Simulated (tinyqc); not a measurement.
Worked calculation (part 3 of 3): RHF in the sto-3g basis, for BH3, spin multiplicity 1. Computed by tinyqc, a small Python program that keeps every step (integrals from PySCF). Command: `OMP_NUM_THREADS=1 python tinyqc.py 24035 24036 out.jsonl` (the two numbers bound the seeds that draw the settings). One thread of a shared host (Intel(R) Xeon(R) Processor @ 2.60GHz), about 0.06 s of CPU time with the checks.

Geometry (angstrom):
```
atom          x          y         z
B      0.000000   0.000000  0.015000
H      1.418000   0.000000  0.000000
H     -0.709000   1.228000  0.000000
H     -0.709000  -1.228000  0.000000
```

## Iteration 7 (converged): orbitals

converged F (hartree):
```
            1B 1s      1B 2s     1B 2px     1B 2py     1B 2pz      2H 1s      3H 1s      4H 1s
1B 1s   -7.430488  -2.176750   0.000000   0.000000  -0.000261  -0.330862  -0.330877  -0.330877
1B 2s   -2.176750  -1.035704   0.000004   0.000000   0.002061  -0.429093  -0.429103  -0.429103
1B 2px   0.000000   0.000004  -0.095613   0.000000   0.000000  -0.349765   0.174887   0.174887
1B 2py   0.000000   0.000000   0.000000  -0.095616   0.000000   0.000000  -0.302909   0.302909
1B 2pz  -0.000261   0.002061   0.000000   0.000000   0.243783   0.002548   0.002548   0.002548
2H 1s   -0.330862  -0.429093  -0.349765   0.000000   0.002548  -0.282286  -0.072427  -0.072427
3H 1s   -0.330877  -0.429103   0.174887  -0.302909   0.002548  -0.072427  -0.282295  -0.072431
4H 1s   -0.330877  -0.429103   0.174887   0.302909   0.002548  -0.072427  -0.072431  -0.282295
```

X:
```
                1          2          3          4          5          6          7          8
1B 1s   -0.410975   0.000000  -0.000032   0.932553   0.079737   0.000000   0.000010   0.224793
1B 2s    1.205568   0.000000   0.000071  -0.014314   0.008751   0.000000   0.000017   0.504856
1B 2px  -0.000075   0.000000   0.996238   0.000001   0.000000   0.000000   0.598840  -0.000016
1B 2py   0.000000   0.996240   0.000000   0.000000   0.000000   0.598841   0.000000   0.000000
1B 2pz  -0.012044   0.000000  -0.000001  -0.088022   0.996073   0.000000   0.000000  -0.004987
2H 1s   -0.582104   0.000000  -0.858737  -0.228721  -0.019592   0.000000   0.463177   0.295614
3H 1s   -0.582199  -0.743664   0.429319  -0.228713  -0.019591   0.401115  -0.231576   0.295634
4H 1s   -0.582199   0.743664   0.429319  -0.228713  -0.019591  -0.401115  -0.231576   0.295634
```

Diagonalise F' = X^T F X, C = X C', fill 4 alpha and 4 beta electrons from the bottom; D = 2 C_occ C_occ^T. Each column has its largest component positive (the first on a tie).

F' = X^T F X (hartree):
```
           1         2          3          4          5          6          7          8
1   0.294437  0.000000  -0.000033   1.025257   0.086809   0.000000   0.000006   0.308410
2   0.000000  0.570639   0.000000   0.000000   0.000000   0.095863   0.000000   0.000000
3  -0.000033  0.000000   0.570636   0.000101   0.000009   0.000000   0.095862   0.000032
4   1.025257  0.000000   0.000101  -6.053850  -0.558337   0.000000  -0.000093  -2.550049
5   0.086809  0.000000   0.000009  -0.558337   0.194259   0.000000  -0.000008  -0.229855
6   0.000000  0.095863   0.000000   0.000000   0.000000  -0.392860   0.000000   0.000000
7   0.000006  0.000000   0.095862  -0.000093  -0.000008   0.000000  -0.392858  -0.000045
8   0.308410  0.000000   0.000032  -2.550049  -0.229855   0.000000  -0.000045  -1.761727
```

orbital energies (hartree): MO1 -7.435634, MO2 -0.597723, MO3 -0.402305, MO4 -0.402303, MO5 0.243717, MO6 0.462760, MO7 0.580081, MO8 0.580084

coefficients C:
```
              MO1        MO2        MO3        MO4        MO5        MO6        MO7        MO8
1B 1s    0.991533  -0.224596   0.000000  -0.000004  -0.006212  -0.248649   0.000020   0.000000
1B 2s    0.032337   0.635085   0.000000   0.000014   0.026333   1.141702  -0.000101   0.000000
1B 2px   0.000000  -0.000008   0.000000   0.498269   0.000000   0.000075   1.050156   0.000000
1B 2py   0.000000   0.000000   0.498270   0.000000   0.000000   0.000000   0.000000   1.050158
1B 2pz  -0.000032  -0.001613   0.000000   0.000000   0.999637  -0.028342   0.000002   0.000000
2H 1s   -0.004998   0.276147   0.000000   0.545141  -0.011387  -0.634561  -0.809095   0.000000
3H 1s   -0.004998   0.276160   0.472101  -0.272563  -0.011387  -0.634472   0.404631  -0.700750
4H 1s   -0.004998   0.276160  -0.472101  -0.272563  -0.011387  -0.634472   0.404631   0.700750
```

D after iteration 7:
```
            1B 1s      1B 2s     1B 2px     1B 2py     1B 2pz      2H 1s      3H 1s      4H 1s
1B 1s    2.067160  -0.221149   0.000000   0.000000   0.000661  -0.133959  -0.133958  -0.133958
1B 2s   -0.221149   0.808757   0.000004   0.000000  -0.002051   0.350446   0.350439   0.350439
1B 2px   0.000000   0.000004   0.496545   0.000000   0.000000   0.543250  -0.271623  -0.271623
1B 2py   0.000000   0.000000   0.000000   0.496546   0.000000   0.000000   0.470468  -0.470468
1B 2pz   0.000661  -0.002051   0.000000   0.000000   0.000005  -0.000891  -0.000891  -0.000891
2H 1s   -0.133959   0.350446   0.543250   0.000000  -0.000891   0.746922  -0.144599  -0.144599
3H 1s   -0.133958   0.350439  -0.271623   0.470468  -0.000891  -0.144599   0.746918  -0.144600
4H 1s   -0.133958   0.350439  -0.271623  -0.470468  -0.000891  -0.144599  -0.144600   0.746918
```

Within a degenerate level the vectors are fixed only up to a rotation; this is one choice.

## Convergence

Stop when the energy changes by less than 1e-09 hartree and every element of the error matrix X^T (F D S - S D F) X is below 9e-06.

Course of the cycle:
```
iteration   E (hartree)     change  largest element of the error matrix
1          -25.70944157          -                             4.86e-01
2          -25.96728629  -2.58e-01                             1.15e-01
3          -25.97567577  -8.39e-03                             1.60e-02
4          -25.97621141  -5.36e-04                             3.86e-03
5          -25.97622827  -1.69e-05                             1.29e-04
6          -25.97622829  -2.31e-08                             8.81e-06
7          -25.97622829  -9.84e-11                             1.07e-06
```

PySCF RHF in the same basis = -25.97622829 hartree

Converged in 7 iterations.

## Populations, bond orders and dipole

overlap S:
```
           1B 1s     1B 2s     1B 2px     1B 2py     1B 2pz      2H 1s      3H 1s      4H 1s
1B 1s   1.000000  0.269328   0.000000   0.000000   0.000000   0.039757   0.039759   0.039759
1B 2s   0.269328  1.000000   0.000000   0.000000   0.000000   0.365345   0.365355   0.365355
1B 2px  0.000000  0.000000   1.000000   0.000000   0.000000   0.404878  -0.202446  -0.202446
1B 2py  0.000000  0.000000   0.000000   1.000000   0.000000   0.000000   0.350640  -0.350640
1B 2pz  0.000000  0.000000   0.000000   0.000000   1.000000  -0.004283  -0.004283  -0.004283
2H 1s   0.039757  0.365345   0.404878   0.000000  -0.004283   1.000000   0.053751   0.053751
3H 1s   0.039759  0.365355  -0.202446   0.350640  -0.004283   0.053751   1.000000   0.053755
4H 1s   0.039759  0.365355  -0.202446  -0.350640  -0.004283   0.053751   0.053755   1.000000
```

Mulliken: Z minus the diagonal of D S on the atom; Loewdin: the same with S^(1/2) D S^(1/2); Mayer order: 2 sum_s sum (D(s) S)_ij (D(s) S)_ji over the two atoms.

Charges (e):
```
atom   Mulliken    Loewdin
1B     0.222116   0.216786
2H    -0.074039  -0.072262
3H    -0.074039  -0.072262
4H    -0.074039  -0.072262
```

Mayer bond orders:
```
pair     order
2-1   0.974723
3-1   0.974723
3-2   0.009898
4-1   0.974723
4-2   0.009898
4-3   0.009897
```

dipole moment about the origin, x y z (debye): 0.000002  0.000000  0.038248
